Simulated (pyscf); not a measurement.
`[CH3][CH]([CH3])[NH2]` -> `[CH2]=[CH][CH3]` + `[NH3]` (elimination; singlet surface; C–N, C–H broken, H–N formed). Optimised with ωB97X-D3(BJ)/def2-SVP in PySCF. Energies in eV from the reactant's lowest minimum found.

```json
[
 {"level": "ωB97X-D3(BJ)/def2-TZVP", "barrier": "3.23", "reaction energy": "+0.88"},
 {"level": "PBE/def2-TZVP", "barrier": "___", "reaction energy": "___"},
 {"level": "B3LYP-D3(BJ)/def2-TZVP", "barrier": "3.07", "reaction energy": "+0.69"},
 {"level": "PBE0-D3(BJ)/def2-TZVP", "barrier": "3.07", "reaction energy": "+0.91"},
 {"level": "M06-2X/def2-TZVP", "barrier": "3.18", "reaction energy": "+0.83"},
 {"level": "ωB97M-D3(BJ)/def2-TZVP", "barrier": "___", "reaction energy": "+0.78"}
]
```

Task: What belongs in the gaps?

Result: 
- PBE/def2-TZVP, barrier: 2.85
- PBE/def2-TZVP, reaction energy: +0.72
- ωB97M-D3(BJ)/def2-TZVP, barrier: 3.12

The functionals in the table span 0.38 eV in this barrier, from PBE to ωB97X-D3(BJ). One saddle was located; it need not be the lowest between these sides.
